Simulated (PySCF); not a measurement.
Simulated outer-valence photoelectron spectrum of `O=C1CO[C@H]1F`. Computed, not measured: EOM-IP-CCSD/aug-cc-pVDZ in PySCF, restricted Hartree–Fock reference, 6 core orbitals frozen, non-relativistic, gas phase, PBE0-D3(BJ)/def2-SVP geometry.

Each root has a Gaussian of 0.8 eV full width with its one-hole share as area; cross sections and vibrations are left out, and the highest printed point is 100.

ionisation energy (eV), intensity and a bar:
```
      9.4          1 
      9.6          3 #
      9.8         10 ###
     10.0         24 #######
     10.2         44 #############
     10.4         56 #################
     10.6         52 ################
     10.8         40 ############
     11.0         35 ##########
     11.2         45 #############
     11.4         55 #################
     11.6         52 ################
     11.8         36 ###########
     12.0         17 #####
     12.2          7 ##
     12.4          8 ##
     12.6         19 #####
     12.8         37 ###########
     13.0         54 ################
     13.2         56 #################
     13.4         48 ##############
     13.6         46 ##############
     13.8         62 ###################
     14.0         87 ##########################
     14.2        100 ##############################
     14.4         90 ###########################
     14.6         65 ###################
     14.8         46 ##############
     15.0         46 ##############
     15.2         55 ################
     15.4         59 ##################
     15.6         54 ################
     15.8         55 #################
     16.0         71 #####################
     16.2         90 ###########################
     16.4         97 #############################
     16.6         82 ########################
     16.8         53 ################
     17.0         26 ########
     17.2          9 ###
     17.4          2 #
     17.6          0
```

**Question.** Where are the maxima, and how many lines lie under the curve?

**Answer.** 6 maxima, at 10.5, 11.5, 13.1, 14.2, 15.4 and 16.4 eV, from 8 lines. At this width some lines have no maximum of their own.

**Question.** List the lines with their holes.

**Answer.** 
```json
{"E (eV)": "10.44", "leading hole (HF orbital)": "HOMO", "area": "0.95", "Koopmans (eV)": "11.91"}
{"E (eV)": "11.48", "leading hole (HF orbital)": "HOMO-1", "area": "0.95", "Koopmans (eV)": "13.29"}
{"E (eV)": "13.11", "leading hole (HF orbital)": "HOMO-2", "area": "0.95", "Koopmans (eV)": "15.01"}
{"E (eV)": "14.05", "leading hole (HF orbital)": "HOMO-4", "area": "0.95", "Koopmans (eV)": "15.91"}
{"E (eV)": "14.37", "leading hole (HF orbital)": "HOMO-3", "area": "0.94", "Koopmans (eV)": "15.25"}
{"E (eV)": "15.33", "leading hole (HF orbital)": "HOMO-5", "area": "0.94", "Koopmans (eV)": "17.68"}
{"E (eV)": "16.19", "leading hole (HF orbital)": "HOMO-7", "area": "0.94", "Koopmans (eV)": "18.34"}
{"E (eV)": "16.55", "leading hole (HF orbital)": "HOMO-6", "area": "0.95", "Koopmans (eV)": "17.99"}
```

The widest gap, 1.63 eV, lies between 11.48 and 13.11 eV. Only orbitals with −ε under 21 eV, eight at most, were ionised, so the high end of the curve may lack lines.
